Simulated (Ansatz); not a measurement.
Compare A (`CCOC=O`) with its isomer B (`COC1CO1`).

Computed with Ansatz on PBE0-D4/def2-TZVP structures; ΔE is electronic, products minus reactants. CCSD(T)/CBS is the MP2 limit (def2-TZVPP, def2-QZVPP) plus CCSD(T) − MP2 in def2-TZVPP, frozen cores. Functionals use def2-TZVPP. B3LYP here is the variant with VWN-RPA as its local correlation; programs differ in this. One conformer a species, not always the lowest.

Q: Which isomer does CCSD(T)/CBS put lower? Give the gap. (An estimate is asked.)

A: Computed: A, by 41.2 kcal/mol.

Q: Give E(B) − E(A) in kcal/mol with CCSD(T)/def2-TZVPP, PBE0-D4, HF/def2-TZVPP, r2SCAN-D4, MP2/def2-TZVPP, ωB97M-V, B3LYP-D4. (Estimate.)

A: The calculation gave: CCSD(T)/def2-TZVPP 41.5, PBE0-D4 39.4, HF/def2-TZVPP 44.4, r2SCAN-D4 41.5, MP2/def2-TZVPP 41.5, ωB97M-V 40.8, B3LYP-D4 42.9. None reverses the order clearly.

Largest T1 diagnostic: 0.014.

From PBE to PBE0 (25 % exact exchange), in def2-TZVPP and without D4, E(B) − E(A) moves by −0.8 kcal/mol. In def2-TZVPP, CCSD(T) changes the Hartree–Fock value by −3.0 kcal/mol (the triples alone add +0.4 kcal/mol) and MP2 by −2.9 kcal/mol.
